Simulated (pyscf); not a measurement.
This saddle point was located with ωB97X-D3(BJ)/def2-SVP in PySCF.

```xyz
9

C     -0.0639     0.3105    -0.6066
B     -0.8163     0.0296     0.7474
H      0.8597     0.8967    -0.4824
H     -0.7281     0.8583    -1.2966
H      0.1941    -0.6417    -1.0999
H     -0.9457     1.1278     1.4955
H     -1.8371    -0.6082     0.8256
F      0.2229    -0.5301     1.9104
H     -0.2761     0.4934     2.0190
```

Surface: singlet, charge 0. Lowest wavenumbers (cm⁻¹): 1127i, 177, 293, 573, 686.

Question: Name the species on either side of this saddle.

Answer: `[BH2][CH3]` + `[FH]` ⇌ `[CH3][BH][F]` + `[H][H]`, a four-centre exchange read from left to right: B–H, F–H broken and B–F, H–H formed. At ωB97M-D3(BJ)/def2-TZVP it lies +8.9 kcal/mol from the left side and +42.8 kcal/mol from the right (each side as separated species at their lowest minima found). One saddle was located; it need not be the lowest between these sides.
